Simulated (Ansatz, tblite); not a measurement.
# [SnH3]-: removing an electron

An exercise on one series of results from a longer session: the logs are not shown, and one member is left open.

The runs use Ansatz 0.2.0, Gaussian basis; as each input shows.

Levels to be run: charge 0 doublet, at the geometry of the singlet (PBE0-D4/def2-TZVPD, PBE-D4/def2-TZVPD, r2SCAN-D4/def2-TZVPD, CCSD(T)/def2-TZVPPD); the starting singlet's energies come from earlier runs.

3 further runs of the same task are left out: 3 set aside as unsound or not needed. Runs told in other sessions of the task aren't counted.

## The relaxed structure

The geometry is that of the singlet, from an earlier relaxation (PBE-D4/def2-TZVPD).

4 atoms, charge -1, spin multiplicity 1.

Atoms are counted from 1 here; the program's logs count them from 0.

Bond lengths: Sn1–H2 1.818 Å, Sn1–H3 1.818 Å, Sn1–H4 1.818 Å. Angles: H2–Sn1–H3 91.8°, H2–Sn1–H4 91.8°, H3–Sn1–H4 91.8°.

Sn takes a core potential in the def2 sets. No spin-orbit coupling is included. The ion is computed in the gas phase, without counter-ions or solvent.

The first run:

in.yaml reads:

```yaml
crystal:
  periodic: [false, false, false]
  atoms:
    - {symbol: Sn, position_ang: [-0.005676, 0.005667, 0.761796]}
    - {symbol: H, position_ang: [1.508757, -0.031767, -0.242466]}
    - {symbol: H, position_ang: [-0.725597, 1.318018, -0.269175]}
    - {symbol: H, position_ang: [-0.777473, -1.291918, -0.250155]}
basis:
  gaussian: {orbitals: def2-TZVPD}
magnetization: {spin_polarized: true, initial_magnetization: 1}
hamiltonian: {xc: pbe0, dispersion: d4}
output: {orbitals: {seedname: orbitals}}
```

On the command line:

```console
$ ansatz run in.yaml --threads 4 --pin off --events-out ev --progress --plain --max-ram 3916MiB
```

Among the steps run: Charge 0 doublet at the fixed geometry, PBE0-D4/def2-TZVPD; Charge 0 doublet at the fixed geometry, PBE-D4/def2-TZVPD; Charge 0 doublet at the fixed geometry, r2SCAN-D4/def2-TZVPD; Charge 0 doublet at the fixed geometry, CCSD(T)/def2-TZVPPD.

One table of the session follows, with a row left open; its other results are not shown here.

It belongs to the step «Vertical ionisation energy». 

```
              method  vertical ionisation energy (eV)
      HF/def2-TZVPPD                             1.50
   PBE-D4/def2-TZVPD                             2.39
r2SCAN-D4/def2-TZVPD                                ?
  PBE0-D4/def2-TZVPD                             2.38
     MP2/def2-TZVPPD                             2.42
    CCSD/def2-TZVPPD                             2.34
 CCSD(T)/def2-TZVPPD                             2.38
```

Estimate the missing values for r2SCAN-D4/def2-TZVPD.

As computed: vertical ionisation energy (eV): 2.36. In the column «vertical ionisation energy (eV)» it lies between CCSD/def2-TZVPPD (2.34) and PBE0-D4/def2-TZVPD (2.38).

Caveats from the session: The anion's highest level is positive in at least one run, so there the basis alone may hold the extra electron.
